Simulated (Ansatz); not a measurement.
# Nudged elastic band run: AlH$_{4}$PSi

Input:

```yaml
crystal:
  periodic: [false, false, false]
  atoms:
    - { symbol: Al, position_ang: [-1.163105, -0.564791, -0.547303] }
    - { symbol: Si, position_ang: [0.317455, 1.013485, 0.368612] }
    - { symbol: P, position_ang: [0.613183, -1.297189, 0.781792] }
    - { symbol: H, position_ang: [-2.310416, -1.10324, -1.486175] }
    - { symbol: H, position_ang: [1.456446, 1.716116, -0.290353] }
    - { symbol: H, position_ang: [-0.016562, 1.660276, 1.669975] }
    - { symbol: H, position_ang: [1.164299, -1.492556, -0.542249] }
magnetization:
  spin_polarized: true
basis:
  gaussian: { orbitals: def2-SVP }
hamiltonian:
  xc: b3lyp
  dispersion: d4
neb:
  order_check: false
  images: 5
  f_tol: 0.5
  max_iterations: 60
  final_atoms:
    - { symbol: Al, position_ang: [-1.29221432, -0.09978059, -0.57134699] }
    - { symbol: Si, position_ang: [0.20587736, 1.73791842, -0.42035303] }
    - { symbol: P, position_ang: [0.96313315, -0.47586335, 0.12281509] }
    - { symbol: H, position_ang: [-2.50530444, -1.07231122, -0.27187951] }
    - { symbol: H, position_ang: [1.73579571, -0.60195022, 1.31032485] }
    - { symbol: H, position_ang: [-0.95583058, 1.26974777, 0.65100799] }
    - { symbol: H, position_ang: [1.90984311, -0.82565983, -0.86626939] }
  initial_path:
    images:
      - { positions_ang: [[-1.163105, -0.564791, -0.547303], [0.317455, 1.013485, 0.368612], [0.613183, -1.297189, 0.781792], [-2.310416, -1.10324, -1.486175], [1.456446, 1.716116, -0.290353], [-0.016562, 1.660276, 1.669975], [1.164299, -1.492556, -0.542249]] }
      - { positions_ang: [[-1.18568345, -0.58564836, -0.52687899], [0.25887849, 1.06317961, 0.30607232], [0.67485366, -1.16060738, 0.68670598], [-2.38646586, -1.11209321, -1.39386797], [1.53353937, 1.32134055, -0.07142042], [-0.11189917, 1.73237074, 1.57880289], [1.27807695, -1.32644097, -0.62511481]] }
      - { positions_ang: [[-1.2082619, -0.60650571, -0.50645498], [0.20030198, 1.11287423, 0.24353264], [0.73652432, -1.02402575, 0.59161996], [-2.46251572, -1.12094642, -1.30156094], [1.61063275, 0.92656509, 0.14751215], [-0.20723634, 1.80446549, 1.48763079], [1.39185491, -1.16032593, -0.70798062]] }
      - { positions_ang: [[-1.23084034, -0.62736307, -0.48603097], [0.14172547, 1.16256884, 0.18099296], [0.79819498, -0.88744413, 0.49653394], [-2.53856559, -1.12979962, -1.20925391], [1.68772612, 0.53178964, 0.36644473], [-0.3025735, 1.87656023, 1.39645868], [1.50563286, -0.9942109, -0.79084643]] }
      - { positions_ang: [[-1.25129834, -0.45150224, -0.51446964], [0.16310943, 1.35435203, -0.0194557], [0.85317437, -0.75025053, 0.37196099], [-2.52747854, -1.11063682, -0.89679578], [1.70374932, 0.15387635, 0.68107144], [-0.52032586, 1.67428941, 1.14797511], [1.64036961, -0.93802721, -0.81598742]] }
      - { positions_ang: [[-1.27175633, -0.27564141, -0.54290832], [0.1844934, 1.54613523, -0.21990436], [0.90815376, -0.61305694, 0.24738804], [-2.51639149, -1.09147402, -0.58433765], [1.71977251, -0.22403693, 0.99569814], [-0.73807822, 1.47201859, 0.89949155], [1.77510636, -0.88184352, -0.8411284]] }
      - { positions_ang: [[-1.29221432, -0.09978059, -0.57134699], [0.20587736, 1.73791842, -0.42035303], [0.96313315, -0.47586335, 0.12281509], [-2.50530444, -1.07231122, -0.27187951], [1.73579571, -0.60195022, 1.31032485], [-0.95583058, 1.26974777, 0.65100799], [1.90984311, -0.82565983, -0.86626939]] }
```

Command:

```bash
$ ansatz run input.yaml --threads 2 --pin off --max-ram 3072MiB --backend cpu --events-out ev --progress --plain --runs-dir out
```

Output, in part (warnings, iteration lines, the closing report on the highest movable image, with atoms numbered from 0):

```
NEB end point (image 0): max|allowed force component| = 5.283e-3 eV/Å (the criterion of neb.relax_end_points is 1.000e-1)
NEB end point (image 6): max|allowed force component| = 1.257e-2 eV/Å (the criterion of neb.relax_end_points is 1.000e-1)
NEB iter   1: max|band force component| = 6.748e0 eV/Å  barrier→ = 3.2661 eV  barrier← = 2.7498 eV  Δτ_max = 0.2000 Å  (225 SCF iters)
NEB iter   2: max|band force component| = 2.979e0 eV/Å  barrier→ = 1.7914 eV  barrier← = 1.2751 eV  Δτ_max = 0.2000 Å  (151 SCF iters)
NEB iter   3: max|band force component| = 1.895e0 eV/Å  barrier→ = 1.3907 eV  barrier← = 0.8743 eV  Δτ_max = 0.1534 Å  (150 SCF iters)
NEB iter   4: max|band force component| = 1.022e0 eV/Å  barrier→ = 1.1399 eV  barrier← = 0.6236 eV  Δτ_max = 0.1382 Å  (145 SCF iters)
NEB iter   5: max|band force component| = 6.798e-1 eV/Å  barrier→ = 0.9914 eV  barrier← = 0.4750 eV  CI = image 2  Δτ_max = 0.2000 Å  (142 SCF iters)
NEB iter   6: max|band force component| = 5.319e-1 eV/Å  barrier→ = 1.1446 eV  barrier← = 0.6282 eV  CI = image 2  Δτ_max = 0.2000 Å  (143 SCF iters)
NEB iter   7: max|band force component| = 5.312e-1 eV/Å  barrier→ = 1.1680 eV  barrier← = 0.6516 eV  CI = image 2  Δτ_max = 0.0983 Å  (143 SCF iters)
NEB iter   8: max|band force component| = 2.628e-1 eV/Å  barrier→ = 1.1547 eV  barrier← = 0.6383 eV  CI = image 2  Δτ_max = 0.0000 Å  (284 SCF iters)
Total energy: -23820.74972428 eV, -875.3964060833 hartree
Atom 0 at    -1.115595    -0.440936    -0.505100 Å, force     0.092001     0.092013     0.025090 eV/Å
Atom 1 at     0.192117     1.546676    -0.032489 Å, force    -0.003418    -0.086475     0.076250 eV/Å
Atom 2 at     0.823609    -1.169683     0.531656 Å, force     0.035685     0.171157    -0.027771 eV/Å
Atom 3 at    -2.417186    -1.121529    -1.074440 Å, force     0.022746     0.028551     0.025681 eV/Å
Atom 4 at     1.460106     0.650051     0.398543 Å, force    -0.116342    -0.133812    -0.094555 eV/Å
Atom 5 at    -0.336248     1.679668     1.393900 Å, force    -0.063278    -0.006728    -0.017912 eV/Å
Atom 6 at     1.454496    -1.212145    -0.757770 Å, force     0.032607    -0.064707     0.013216 eV/Å
Dipole moment:    -0.247333    -0.174474    -0.212633 e Å
```

The forces met the threshold. The threshold of 0.5 eV/Å is loose, so the images may lie well off the minimum-energy path. The order of the stationary point at the top wasn't checked. The orbitals were unrestricted but ended closed-shell.

Final band (atoms are numbered from 1 in the order of the input):

| image | path coordinate (Å) | energy (kJ/mol) | Si2–H5 (Å) | P3–H5 (Å) |
| --- | --- | --- | --- | --- |
| 0 | 0.00 | 0.0 | 1.49 | 3.31 |
| 1 | 0.96 | 38.9 | 1.46 | 2.79 |
| 2 | 1.92 | 111.4 | 1.61 | 1.93 |
| 3 | 2.68 | 86.5 | 1.94 | 1.52 |
| 4 | 3.44 | 85.7 | 2.59 | 1.42 |
| 5 | 4.21 | 70.1 | 3.00 | 1.41 |
| 6 | 4.97 | 49.8 | 3.29 | 1.42 |

The run took 86 s on 2 threads of Intel(R) Xeon(R) Platinum 8488C (Sapphire Rapids), on a shared host, peak memory 0.22 GiB.
